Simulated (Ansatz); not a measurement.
Two structures, one formula

The two ends of one reaction step of BH$_{3}$SO, singlet (PBE0-D4/def2-TZVP).

A:

B1  (-0.831, 1.165, -0.639)
S2  (1.374, -0.863, 0.772)
O3  (-1.267, 0.307, -1.357)
H4  (0.785, -1.304, -0.352)
H5  (-0.446, 2.042, 0.037)
H6  (0.384, -1.346, 1.539)
(Å)

B:

```csv
atom,x (Å),y (Å),z (Å)
B1,-0.2049,0.3296,-0.0972
S2,0.7654,-0.8807,0.8409
O3,-0.5668,0.0999,-1.3785
H4,-0.2738,-0.7395,-1.7440
H5,-0.5432,1.3573,0.4050
H6,0.8235,-0.1665,1.9737
```

Ansatz 0.2.0; basis: def2-TZVPP; cores frozen in the correlated methods. B3LYP uses VWN-RPA correlation.

(1) Which structure is lower at CCSD(T), and by how much? (Judge from chemistry; the value comes from the calculation.)

T1 diagnostic: at most 0.017.

## Answers

(1) The calculation gives: B, by 25.52 kcal/mol (electronic energy, against the other). By their contacts, A is a complex of BHO ([BH][O]) + H₂S and B is BH₃SO ([OH][BH][SH]).

All methods give the same order:

| method | E(B) − E(A) (kcal/mol) |
| --- | --- |
| SPW92 | -34.63 |
| PBE-D4 | -27.58 |
| BLYP-D4 | -21.63 |
| r2SCAN-D4 | -29.14 |
| B97M-V | -27.87 |
| PBE0-D4 | -30.64 |
| B3LYP-D4 | -24.91 |
| r2SCAN0-D4 | -31.32 |
| BHLYP-D4 | -28.16 |
| CAM-B3LYP-D4 | -26.30 |
| wB97X-V | -27.90 |
| wB97M-V | -26.43 |
| B2PLYP | -24.44 |
| PBE-QIDH | -30.46 |
| RPA on PBE | -23.32 |
| HF | -26.59 |
| MP2 | -25.23 |
| CCSD | -26.01 |
| CCSD(T) | -25.52 |

Labels in which every atom is bracketed show which atoms are joined, not bond orders.

For scale, one of the runs: CCSD(T)/def2-TZVPP, 146 basis functions, launched by `ansatz run in.yaml --threads 2 --pin off --events-out ev --progress --plain --max-ram 4352MiB`. The run took 13 s on 2 CPU threads of an Arm Neoverse V2 (shared host), with 0.87 GiB of host memory at its peak.
